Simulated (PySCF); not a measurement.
Question: Give a PBE0-D3(BJ)/def2-SVP geometry of InChI=1S/C4H11OP/c1-3-6(5)4-2/h6H,3-4H2,1-2H3.

Answer: 
```xyz
17
C4H11OP angstrom
C     -2.111    0.377    0.266
C     -1.291   -0.862    0.593
P      0.453   -0.818    0.065
O      1.209   -2.089    0.297
C      1.207    0.640    0.858
C      2.703    0.704    0.578
H     -1.750    1.264    0.808
H     -3.166    0.232    0.541
H     -2.082    0.608   -0.811
H     -1.272   -1.072    1.676
H     -1.708   -1.764    0.116
H      0.343   -0.406   -1.304
H      0.683    1.552    0.525
H      1.018    0.530    1.940
H      2.905    0.867   -0.492
H      3.178    1.522    1.138
H      3.181   -0.244    0.865
```

Any rigid rotation of these coordinates is as good. Atoms count from 1 in this order. P3 (phosphoryl phosphorus) is distorted tetrahedral (angles from 102.1° to 115.5°). Of the pairs four or more bonds apart, O4···H17 is among the closest relative to their van der Waals radii: 2.76 Å, 101 % of the sum of Bondi's values.

Bonds between heavy atoms (Å): C1–C2 1.521, C2–P3 1.822, P3=O4 1.496, P3–C5 1.823, C5–C6 1.523.

Theory: PBE0-D3(BJ)/def2-SVP geometry optimisation, gas phase (PySCF 2.14.0).

Point group: C1 (no symmetry element, even within 0.4 Å). Whether it is a minimum is left open (no frequencies). One conformer, not necessarily the lowest (C1–C2–P3–O4 -175°, C2–P3–C5–C6 175°).
